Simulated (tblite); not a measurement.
Species: 3-methylisothiazole, C4H5NS.
Atom-mapped SMILES: `[CH3:1][c:2]1[cH:3][cH:4][s:5][n:6]1` (hydrogens: H7, H8, H9 on C1; H10 on C3; H11 on C4)

Computed with GFN2-xTB (tblite), gas phase: Langevin dynamics at 600 K from the optimised GFN2-xTB geometry, time step 0.5 fs, friction 0.01 fs⁻¹, 2000 steps. The instantaneous temperature is 2·E(kin)/(3Nk) with all 3N coordinates.

```
t (fs)  T (K)  E(pot) above start (eV)  C1–C2 (Å)  C2–C3 (Å)  C3–C4 (Å)  C4–S5 (Å)  S5–N6 (Å)  C1–H7 (Å)
     0    526                    0.000      1.489      1.419      1.361      1.715      1.631      1.086
    25    261                    0.633      1.501      1.433      1.357      1.740      1.703      1.136
    50    435                    0.519      1.459      1.388      1.338      1.695      1.569      1.114
    75    364                    0.447      1.502      1.430      1.344      1.786      1.618      1.021
   100    599                    0.364      1.447      1.389      1.363      1.711      1.678      1.083
   125    376                    0.715      1.587      1.436      1.419      1.690      1.633      1.140
   150    598                    0.649      1.496      1.424      1.422      1.788      1.666      1.112
   175    683                    0.511      1.491      1.430      1.367      1.632      1.679      1.069
   200    464                    0.794      1.491      1.418      1.342      1.851      1.639      1.047
   225    511                    0.779      1.466      1.429      1.374      1.659      1.658      1.107
   250    653                    0.628      1.446      1.405      1.382      1.799      1.592      1.108
   275    672                    0.445      1.455      1.394      1.365      1.681      1.651      1.075
   300    619                    0.597      1.548      1.442      1.383      1.752      1.667      1.107
   325    630                    0.532      1.566      1.411      1.404      1.681      1.589      1.102
   350    726                    0.534      1.483      1.374      1.379      1.717      1.708      1.126
   375    547                    0.615      1.486      1.390      1.391      1.756      1.710      1.080
   400    422                    0.745      1.578      1.409      1.379      1.686      1.587      1.071
   425    410                    0.568      1.501      1.400      1.342      1.807      1.663      1.078
   450    488                    0.644      1.512      1.408      1.375      1.643      1.582      1.067
   475    644                    0.939      1.474      1.469      1.381      1.740      1.705      1.083
   500    412                    1.148      1.526      1.418      1.400      1.708      1.615      1.087
   525    623                    0.880      1.463      1.395      1.373      1.720      1.686      1.118
   550    428                    0.896      1.485      1.492      1.348      1.750      1.588      1.077
   575    702                    0.462      1.423      1.469      1.334      1.759      1.623      1.071
   600    582                    0.570      1.457      1.451      1.353      1.689      1.602      1.105
   625    610                    0.764      1.476      1.502      1.343      1.732      1.647      1.100
   650    618                    0.756      1.433      1.526      1.354      1.714      1.667      1.152
   675    769                    0.521      1.461      1.455      1.355      1.679      1.604      1.107
   700    577                    0.578      1.534      1.506      1.361      1.768      1.664      1.070
   725    631                    0.412      1.506      1.482      1.405      1.672      1.588      1.087
   750    684                    0.357      1.464      1.465      1.385      1.724      1.702      1.121
   775    690                    0.409      1.462      1.432      1.366      1.731      1.648      1.136
   800    392                    0.595      1.551      1.454      1.354      1.747      1.563      1.037
   825    737                    0.322      1.450      1.433      1.373      1.686      1.686      1.075
   850    802                    0.517      1.461      1.451      1.391      1.729      1.717      1.074
   875    699                    0.615      1.420      1.400      1.378      1.714      1.591      1.122
   900    568                    0.556      1.441      1.474      1.364      1.722      1.675      1.145
   925    499                    0.384      1.458      1.423      1.385      1.723      1.604      1.054
   950    445                    0.445      1.464      1.403      1.390      1.770      1.603      1.074
   975    659                    0.344      1.496      1.392      1.365      1.728      1.635      1.101
  1000    643                    0.510      1.521      1.376      1.368      1.707      1.630      1.123
```

Question: From 500 fs on, how do temperature and potential energy compare with equipartition?

Answer: The mean temperature of these 21 frames is 608 K against the target 600 K, and the mean potential energy 0.57 eV against 27 × kT/2 = 0.70 eV for 27 classical harmonic modes. For 11 atoms in a canonical ensemble the temperature itself scatters by T·√(2/(3N)) = 148 K; here its standard deviation is 114 K. The whole run lasts only 10 friction times of 100 fs, so these averages carry a wide statistical error.

Question: What are the kinetic and total energies of the listed frame with the highest potential energy?

Answer: The one at 500 fs, 1.148 eV above the start. Its kinetic energy is 3NkT/2 = 0.586 eV at 412 K, so the sum is 1.73 eV; over the listed frames the sum runs from 0.75 to 1.86 eV, since the thermostat adds and removes energy.

Question: How much do the listed bonds fluctuate from 500 fs on?

Answer: 
| bond | at the start (Å) | mean (Å) | standard deviation (Å) |
| --- | --- | --- | --- |
| C1–C2 | 1.489 | 1.474 | 0.035 |
| C2–C3 | 1.419 | 1.448 | 0.041 |
| C3–C4 | 1.361 | 1.369 | 0.018 |
| C4–S5 | 1.715 | 1.722 | 0.027 |
| S5–N6 | 1.631 | 1.635 | 0.042 |
| C1–H7 | 1.086 | 1.097 | 0.030 |

The motion is classical and holds no zero-point motion.

What follows is the cost of the whole dynamics run. Hardware: one thread, AMD EPYC 9R14 (x86_64), no GPU, shared host with 96 logical CPUs at a one-minute load of 25. Cost: 6.8 s wall, 0.18 GiB resident at most.
